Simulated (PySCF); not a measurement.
## Level sweep

C₄H₉Cl.
Numbering: `[CH3:1][CH2:2][CH2:3][CH2:4][Cl:5]` (hydrogens: H6, H7, H8 on C1; H9, H10 on C2; H11, H12 on C3; H13, H14 on C4)

PySCF, dipoles from the SCF density, polarisabilities from static response with core orbitals frozen. The structure is a single PBE0-D3(BJ)/def2-SVP conformer in the gas phase; no vibrational or solvent corrections.

Problem. Compare the levels for these properties.

Solution. 

| level | μ (D) | α (au) | anisotropy (au) |
| --- | --- | --- | --- |
| CAM-B3LYP/def2-SVPD | 2.334 | 65.74 | 22.87 |
| wB97X-D/def2-SVPD | 2.374 | 65.52 | 22.81 |
| LC-wPBE/def2-SVPD | 2.358 | 63.91 | 21.79 |
| PBE0/6-31G* | 2.356 | 53.00 | 22.26 |
| PBE0/6-31+G* | 2.397 | 59.14 | 22.36 |
| PBE0/def2-SVP | 2.094 | 53.82 | 20.94 |
| PBE0/aug-cc-pVDZ | 2.329 | 66.99 | 25.00 |
| PBE0/def2-TZVP | 2.224 | 62.36 | 24.49 |
| PBE0/def2-TZVPD | 2.288 | 67.45 | 24.79 |

The anisotropy is √(½[(α1 − α2)² + (α2 − α3)² + (α3 − α1)²]). The dipole runs from 2.09 D (PBE0/def2-SVP) to 2.40 D (PBE0/6-31+G*). No reference polarisability is at hand; against PBE0 in the largest diffuse basis at hand (def2-TZVPD) the other PBE0 rows deviate by 6-31G* -21%, 6-31+G* -12%, def2-SVP -20%, aug-cc-pVDZ -1%, def2-TZVP -8%. With PBE0 the polarisability is 56.40 au without diffuse functions (mean of 6-31G*, def2-SVP and def2-TZVP) and 64.53 au with them (mean of 6-31+G*, aug-cc-pVDZ and def2-TZVPD).
